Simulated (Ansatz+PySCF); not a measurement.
Values are calculated unless marked as measured or tabulated.
A run of PySCF 2.14.0 on quartet BC2 at this shape:

```xyz
3

C     0.0000    0.0000    1.4600
C     0.0000    0.0000    0.0000
B     0.0000    0.0000   -1.5700
```

Its results:

```yaml
Converged: yes
Reference_energy: -98.78426 hartree
CCSD_correlation_energy: -0.15192 hartree
Triples_correction: -0.00754 hartree
Total_energy: -98.94372 hartree
Spin_squared_of_the_determinant: 3.762
```

(1) Which input gives this output? Name the method, the orbitals and the basis set, and write the input.

Results:

(1) UHF-CCSD(T) in STO-3G.

```python
from pyscf import gto, scf, cc

mol = gto.M(atom="""
C 0.000000 0.000000 1.460000
C 0.000000 0.000000 0.000000
B 0.000000 0.000000 -1.570000
""", basis='sto-3g', charge=0, spin=3)
mf = scf.UHF(mol)
mf.kernel()
mycc = cc.CCSD(mf, frozen=3).run()
et = mycc.ccsd_t()
print(mf.e_tot, mycc.e_corr, et, mycc.e_tot + et)
```

This is not the lowest solution: another run reaches a determinant 1.18 eV lower. Caution: another reference gives a lower total.
